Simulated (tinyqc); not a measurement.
Worked calculation: Pariser-Parr-Pople SCF with singles CI, for the molecule C=CC1=CC1=C (SMILES; centres numbered as the heavy atoms are written). Computed by tinyqc, a small Python program that keeps every step. Settings: charge = 0, gamma = Ohno, start = huckel, damping = 0.3, iteration cap = 52, excitations kept = 4. Command: `OMP_NUM_THREADS=1 python tinyqc.py 23344 23345 out.jsonl` (the two numbers bound the seeds that draw the settings). One thread of a shared host (Intel(R) Xeon(R) Processor @ 2.60GHz), about 0.01 s of CPU time with the checks. Later iterations appear only in the table of the cycle.

## PPP integrals

Centres (angstrom, eV; a flat drawing with bonds scaled to 1.40 angstrom):
```
centre,x,y,core charge z,W,gamma_rr
1C,2.177000,-0.868000,1,11.970000,10.070000
2C,1.576000,0.396000,1,11.970000,10.070000
3C,0.181000,0.508000,1,11.970000,10.070000
4C,-0.972000,1.303000,1,11.970000,10.070000
5C,-1.084000,-0.093000,1,11.970000,10.070000
6C,-1.878000,-1.246000,1,11.970000,10.070000
```

Resonance integrals (eV):
```
i,j,beta
1,2,-2.390000
2,3,-2.390000
3,4,-2.390000
4,5,-2.390000
5,6,-2.390000
5,3,-2.390000
```

Ohno: gamma = 14.399645/sqrt(R^2 + a^2), a = 2 x 14.399645/(gamma_rr + gamma_ss); H_rr = -W_r - sum_(s != r) z_s gamma_rs; H_rs = beta for bonds.

repulsion gamma_rs (eV):
```
,1C,2C,3C,4C,5C,6C
1C,10.070000,7.196524,5.115993,3.526380,3.951488,3.336088
2C,7.196524,10.070000,7.196819,4.706741,4.706799,3.526714
3C,5.115993,7.196819,10.070000,7.194245,7.194252,4.706478
4C,3.526380,4.706741,7.194245,10.070000,7.194311,4.705915
5C,3.951488,4.706799,7.194252,7.194311,10.070000,7.195672
6C,3.336088,3.526714,4.706478,4.705915,7.195672,10.070000
```

core matrix H (eV):
```
,1C,2C,3C,4C,5C,6C
1C,-35.096472,-2.390000,0.000000,0.000000,0.000000,0.000000
2C,-2.390000,-39.303597,-2.390000,0.000000,0.000000,0.000000
3C,0.000000,-2.390000,-43.377786,-2.390000,-2.390000,0.000000
4C,0.000000,0.000000,-2.390000,-39.297592,-2.390000,0.000000
5C,0.000000,0.000000,-2.390000,-2.390000,-42.212522,-2.390000
6C,0.000000,0.000000,0.000000,0.000000,-2.390000,-35.440867
```

## Starting guess

pi electrons, sum of z_r less the charge = 6

Orbitals of the Hueckel matrix of the beta values.

P at the start:
```
,1C,2C,3C,4C,5C,6C
1C,0.951180,0.893436,0.071222,-0.360764,-0.099983,0.232741
2C,0.893436,1.022403,0.432689,-0.028761,-0.056801,-0.099983
3C,0.071222,0.432689,0.865619,0.736652,0.403928,-0.289542
4C,-0.360764,-0.028761,0.736652,0.822437,0.475871,-0.261502
5C,-0.099983,-0.056801,0.403928,0.475871,0.893659,0.765413
6C,0.232741,-0.099983,-0.289542,-0.261502,0.765413,1.444702
```

## Iteration 1: Fock matrix

F_rr = H_rr + P_rr gamma_rr / 2 + sum_(s != r) P_ss gamma_rs; F_rs = H_rs - P_rs gamma_rs / 2; E = tr P (H + F) / 2 + core repulsion sum_(r<s) z_r z_s gamma_rs.

F (eV):
```
,1C,2C,3C,4C,5C,6C
1C,-7.269873,-5.604817,-0.182187,0.636096,0.197541,-0.388222
2C,-5.604817,-7.908583,-3.946992,0.067684,0.133675,0.176306
3C,-0.182187,-3.946992,-7.649638,-5.039829,-3.842981,0.681361
4C,0.636096,0.067684,-5.039829,-7.534833,-4.101783,0.615302
5C,0.197541,0.133675,-3.842981,-4.101783,-6.602177,-5.143831
6C,-0.388222,0.176306,0.681361,0.615302,-5.143831,-7.013037
```

pi energy = -84.120852 eV

## Iteration 1: orbitals and new P

Diagonalise F (the basis is taken as orthonormal) and form P = 2 sum c c over the lowest orbitals; 0.3 of the old P is kept.

orbital energies (eV): -17.143826  -13.493467  -9.989116  -3.339935  -0.492760  0.480963

P after iteration 1:
```
,1C,2C,3C,4C,5C,6C
1C,0.931432,0.905457,0.060380,-0.347692,-0.070821,0.212119
2C,0.905457,1.042276,0.406758,-0.037407,-0.060738,-0.084616
3C,0.060380,0.406758,0.889791,0.777568,0.358524,-0.288814
4C,-0.347692,-0.037407,0.777568,0.860465,0.431505,-0.255202
5C,-0.070821,-0.060738,0.358524,0.431505,0.917778,0.816298
6C,0.212119,-0.084616,-0.288814,-0.255202,0.816298,1.358258
```

## Iteration 2: Fock matrix

As before.

F (eV):
```
,1C,2C,3C,4C,5C,6C
1C,-7.161602,-5.648073,-0.154453,0.613048,0.139924,-0.353824
2C,-5.648073,-7.789031,-3.853682,0.088033,0.142940,0.149209
3C,-0.154453,-3.853682,-7.445685,-5.187009,-3.679656,0.679649
4C,0.613048,0.088033,-5.187009,-7.378842,-3.942191,0.600480
5C,0.139924,0.142940,-3.679656,-3.942191,-6.639769,-5.326905
6C,-0.353824,0.149209,0.679649,0.600480,-5.326905,-6.977802
```

pi energy = -84.284782 eV

## Iteration 2: orbitals and new P

As before.

orbital energies (eV): -16.945514  -13.414378  -10.121204  -3.120655  -0.334618  0.543637

P after iteration 2:
```
,1C,2C,3C,4C,5C,6C
1C,0.927071,0.914128,0.053332,-0.337397,-0.057757,0.196151
2C,0.914128,1.048706,0.388483,-0.037971,-0.059375,-0.075391
3C,0.053332,0.388483,0.900520,0.800685,0.334485,-0.286381
4C,-0.337397,-0.037971,0.800685,0.879542,0.405171,-0.252049
5C,-0.057757,-0.059375,0.334485,0.405171,0.932696,0.842918
6C,0.196151,-0.075391,-0.286381,-0.252049,0.842918,1.311464
```

## Iteration 3: Fock matrix

As before.

F (eV):
```
,1C,2C,3C,4C,5C,6C
1C,-7.112278,-5.679272,-0.136424,0.594895,0.114114,-0.327188
2C,-5.679272,-7.715841,-3.787919,0.089360,0.139733,0.132941
3C,-0.136424,-3.787919,-7.343361,-5.270162,-3.593186,0.673923
4C,0.594895,0.089360,-5.270162,-7.303596,-3.847462,0.593060
5C,0.114114,0.139733,-3.593186,-3.847462,-6.673903,-5.422679
6C,-0.327188,0.132941,0.673923,0.593060,-5.422679,-6.957663
```

pi energy = -84.364013 eV

## Iteration 3: orbitals and new P

As before.

orbital energies (eV): -16.847265  -13.374493  -10.193061  -3.002466  -0.261520  0.572165

P after iteration 3:
```
,1C,2C,3C,4C,5C,6C
1C,0.928054,0.920089,0.048929,-0.329818,-0.052046,0.184635
2C,0.920089,1.049753,0.375931,-0.036223,-0.056806,-0.069770
3C,0.048929,0.375931,0.905296,0.814019,0.321815,-0.283694
4C,-0.329818,-0.036223,0.814019,0.889387,0.389188,-0.250796
5C,-0.052046,-0.056806,0.321815,0.389188,0.941706,0.857147
6C,0.184635,-0.069770,-0.283694,-0.250796,0.857147,1.285803
```

## Convergence

Stop when output and input P, before any damping, agree to 1e-7.

Course of the cycle:
```
iteration,E (eV),largest |P(out) - P(in)|
1,-84.12085241,1.23e-01
2,-84.28478178,6.68e-02
3,-84.36401264,3.67e-02
4,-84.39842943,2.04e-02
5,-84.41275528,1.15e-02
6,-84.41862514,6.62e-03
7,-84.42102517,3.84e-03
8,-84.42201204,2.46e-03
9,-84.42242210,1.65e-03
10,-84.42259480,1.12e-03
11,-84.42266867,7.64e-04
...,...,...
28,-84.42272700,2.32e-06
29,-84.42272700,1.68e-06
30,-84.42272700,1.21e-06
31,-84.42272700,8.71e-07
32,-84.42272700,6.28e-07
33,-84.42272700,4.53e-07
34,-84.42272700,3.26e-07
35,-84.42272700,2.35e-07
36,-84.42272700,1.69e-07
37,-84.42272700,1.22e-07
38,-84.42272700,8.75e-08
```

Converged in 38 iterations.

## Converged orbitals

Charges are z - P_rr.

orbital energies (eV): -16.742242  -13.331041  -10.293210  -2.846639  -0.201567  0.587717

coefficients:
```
,MO1,MO2,MO3,MO4,MO5,MO6
1C,0.172896,0.598611,0.284294,0.593319,-0.305879,-0.292163
2C,0.325802,0.637104,0.099345,-0.369922,0.392665,0.432498
3C,0.574555,0.035950,-0.350419,-0.443018,-0.307721,-0.504820
4C,0.492312,-0.211408,-0.405030,0.543808,0.501254,0.043634
5C,0.495911,-0.344025,0.336614,0.062665,-0.475239,0.540954
6C,0.213419,-0.267254,0.713552,-0.123333,0.424796,-0.422147
```

pi charges: 1C 0.061898, 2C -0.043834, 3C 0.091601, 4C 0.097772, 5C 0.044820, 6C -0.252258

## Singles CI, singlets

Over the 4 single excitations with the smallest orbital gaps: A = (e_a - e_i) delta + 2 (ia|jb) - (ij|ab), with (pq|rs) = sum c_mp c_mq gamma_mn c_nr c_ns. f = 2/3 w |mu|^2 in atomic units, mu = sqrt2 sum c_ia sum_m c_mi c_ma R_m.

singlet CI matrix (eV):
```
,3>4,3>5,2>4,3>6
3>4,3.144180,-0.381512,0.166068,-0.449307
3>5,-0.381512,5.196531,0.404517,0.085975
2>4,0.166068,0.404517,5.612882,-0.235853
3>6,-0.449307,0.085975,-0.235853,6.058160
```

singlet excitation energies (eV): 3.000167  4.966566  5.810575  6.234445

oscillator strengths: 0.230811  0.418351  0.327165  0.623391

## Singles CI, triplets

Over the 4 single excitations with the smallest orbital gaps: A = (e_a - e_i) delta - (ij|ab), with (pq|rs) = sum c_mp c_mq gamma_mn c_nr c_ns.

triplet CI matrix (eV):
```
,3>4,3>5,2>4,3>6
3>4,2.175074,-0.429809,-0.563014,-0.670945
3>5,-0.429809,3.865007,0.266443,0.968473
2>4,-0.563014,0.266443,4.080736,0.482819
3>6,-0.670945,0.968473,0.482819,4.606262
```

triplet excitation energies (eV): 1.897258  3.194706  3.894601  5.740514
